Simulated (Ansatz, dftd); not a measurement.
Reaction: C3H4 (SMILES C=C=C) → C3H4+ (parent SMILES C=C=C, doublet) + e-
Each species at its own B3LYP-D3(BJ)/def2-TZVP minimum (Ansatz, a program for electronic structure).

Wanted: adiabatic ionisation energy (electronic), in eV. Open shells are spin-unrestricted; no spin-orbit coupling. Correlated methods leave the cores frozen. Rows without X2C or -DK are non-relativistic. CBS(X,Y): correlation extrapolated as X^-3, Hartree-Fock from the larger set. A bracket is a step between two methods taken in the basis named. Functionals run without relativity, which enters their misses. 'core' is core correlation in cc-pwCVTZ, 'X2C' scalar relativity in cc-pVTZ-DK, both at CCSD(T). The UHF reference of C3H4+ (parent SMILES C=C=C, doublet) is spin-contaminated (<S^2> up to 0.10 over the pure value in the sets run). The spin of C3H4+ (parent SMILES C=C=C, doublet) was assumed, and the state is the lowest solution found for it.

Compared with CCSD(T)/CBS(cc-pVTZ,cc-pVQZ) + [CCSDT(Q) - CCSD(T)]/cc-pVDZ + core + X2C (Ansatz): 9.77 eV.

Costs are rough ratios of core time, to one figure, on one kind of shared machine, summed over the single points of the molecules; atoms, geometries and frequencies are left out. The first row took roughly 10 core seconds; short runs hold start-up time.

```
level                         program  cost relative to the first row  difference (eV)
---------------------  --------------  ------------------------------  ---------------
PBE-D4/def2-TZVPD      Ansatz + dftd4                               1            -0.31
PBE0-D4/def2-TZVPD     Ansatz + dftd4                               1            -0.28
PBE0/def2-TZVPD                Ansatz                               1            -0.30
r2SCANh-D4/def2-TZVPD  Ansatz + dftd4                               1            -0.38
wB97X-V/def2-TZVPD             Ansatz                               2            -0.26
wB97M-V/def2-TZVPD             Ansatz                               2            -0.25
CCSDT(Q)/cc-pVDZ               Ansatz                              50            -0.37
```

The dearest row costs roughly 50 times the first. Costs within a factor of two don't rank. The table holds for this case alone.
